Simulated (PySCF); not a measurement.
Input of a driver script around PySCF for cyclopropylamine (`NC1CC1`), coordinates in Å (PBE0-D3(BJ)/def2-SVP geometry):
```
{"job": {"kind": "eom", "basis": "aug-cc-pVDZ", "nee": 0}, "charge": 0, "multiplicity": 1}
N      1.543101     0.473453     0.304654
C      0.339665     0.413552    -0.467763
C     -0.962233     0.162682     0.216498
C     -0.414149    -0.864671    -0.739268
H      1.455698    -0.085529     1.150721
H      2.323458     0.083009    -0.221722
H      0.321321     1.157599    -1.273202
H     -1.838747     0.745536    -0.080163
H     -0.929731    -0.067714     1.286325
H     -0.911148    -0.995388    -1.704905
H     -0.006289    -1.786732    -0.313167
```

Problem. What does the run print?

Solution. 
```
E(HF) = -172.1053272631
E(MP2) = -172.7228804600
E(CCSD) = -172.7656659962
T1 diagnostic = 0.0095

EOM-IP-CCSD (eV)   Koopmans (eV)
   8.8439       9.8338
  10.6817      11.4331
  11.8961      13.1514
  12.9795      13.8882
  13.3916      14.4318
  15.6184      16.8174
  16.1698      17.4981
  17.1677      18.5529
```

Method used: CCSD and EOM-CCSD/aug-cc-pVDZ in PySCF, restricted Hartree–Fock reference, 4 core orbitals frozen, non-relativistic, gas phase, PBE0-D3(BJ)/def2-SVP geometry. Each EOM-IP line stands beside −ε of the orbital with the largest one-hole amplitude.

Problem. What correlation energies follow, and how does the T1 diagnostic stand?

Solution. MP2 -0.61755 Eh, CCSD -0.66034 Eh; CCSD lies 42.8 mEh below MP2. T1 = 0.0095, below the customary warning level of 0.02.

Problem. Which orbital leads each EOM-IP root, and how large is the one-hole share of its vector?

Solution. 8.84 eV: HOMO, one-hole share 0.95; 10.68 eV: HOMO-1, one-hole share 0.96; 11.90 eV: HOMO-2, one-hole share 0.95; 12.98 eV: HOMO-3, one-hole share 0.96; 13.39 eV: HOMO-4, one-hole share 0.96; 15.62 eV: HOMO-5, one-hole share 0.95; 16.17 eV: HOMO-6, one-hole share 0.95; 17.17 eV: HOMO-7, one-hole share 0.94.

Hardware: one thread, Arm Neoverse V1 (aarch64), shared host with 32 logical CPUs at a one-minute load of 9.2. Cost: 4.3 min of wall time, 2.9 GiB resident at most.

Shape of the structure used: `[NH2:1][CH:2]1[CH2:3][CH2:4]1`: H–N1–C2–C3 26°, H–N1–C2–C3 144°.
